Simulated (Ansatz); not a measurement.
Input file:

```yaml
crystal:
  periodic: [false, false, false]
  atoms:
    - {symbol: In, position_ang: [0.000000, 0.019928, -0.038062]}
    - {symbol: H, position_ang: [0.000000, -2.061735, -0.322456]}
    - {symbol: H, position_ang: [0.384545, -0.104146, 2.329142]}
    - {symbol: H, position_ang: [-0.384545, -0.104146, 2.329142]}
basis:
  gaussian: {orbitals: def2-SVP}
magnetization: {spin_polarized: false, initial_magnetization: 2}
correlation: {method: sc_nevpt2, electrons: outside_noble_gas, active_space: {window: {electrons: 6, orbitals: 7}}}
scf: {lower_state_search: light}
output: {forces: true}
```

```sh
$ ansatz run in.yaml --threads 1 --pin off --events-out ev --progress --plain --max-ram 2393MiB
```

The program prints:

```
494 factors; integrals over basis functions are off by at most 6.3e-4 eV
mean field evaluation 1: about -5191.9865 eV, gradient 6.8e0 eV
mean field evaluation 2: about -5192.0101 eV, gradient 6.8e0 eV
mean field evaluation 4: about -5192.5528 eV, gradient 9.4e-1 eV
mean field evaluation 8: about -5192.5761 eV, gradient 4.2e-1 eV
mean field evaluation 16: about -5192.6185 eV, gradient 8.8e-5 eV
mean field -5192.61845392 eV, -190.8252084985 hartree, gradient 2.7e-6 eV, S^2 2.000000; 2 other end points of the search recorded, 0 dependent functions left out
reference -5192.61845392 eV, -190.8252084985 hartree; 13, 11 occupied and 28, 30 virtual orbitals, 494 factors
state -5194.02960345 eV, -190.8770672870 hartree
state -5194.02960345 eV, -190.8770672870 hartree; corrected -5194.76723541 eV, -190.9041747615 hartree
state -5193.99240586 eV, -190.8757003008 hartree
state -5193.99240586 eV, -190.8757003008 hartree; corrected -5194.80948263 eV, -190.9057273182 hartree
state -5193.99240586 eV, -190.8757003008 hartree; corrected -5194.80948263 eV, -190.9057273182 hartree
the calculation of the forces begins
WARN: the results are in doubt because another end's mean lies 0.037 eV lower, and its corrected mean 0.042 eV higher
Total energy: -5194.80948263 eV, -190.9057273182 hartree
Atom 0 at     0.000000     0.019928    -0.038062 Å, force    -0.000000    -1.181983    -0.476598 eV/Å
Atom 1 at     0.000000    -2.061735    -0.322456 Å, force     0.000000     1.203314     0.170402 eV/Å
Atom 2 at     0.384545    -0.104146     2.329142 Å, force     0.263128    -0.010665     0.153098 eV/Å
Atom 3 at    -0.384545    -0.104146     2.329142 Å, force    -0.263128    -0.010665     0.153098 eV/Å
Dipole moment:     0.000000     0.152766     0.167032 e Å
In doubt: another end's mean lies 0.037 eV lower, and its corrected mean 0.042 eV higher
```

Forces (eV/Å):
```
In   0.000 -1.182 -0.477
H    0.000  1.203  0.170
H    0.263 -0.011  0.153
H   -0.263 -0.011  0.153
```

Ran on 1 thread of AMD EPYC, shared host: 15 s wall, 0.1 GiB peak host memory.
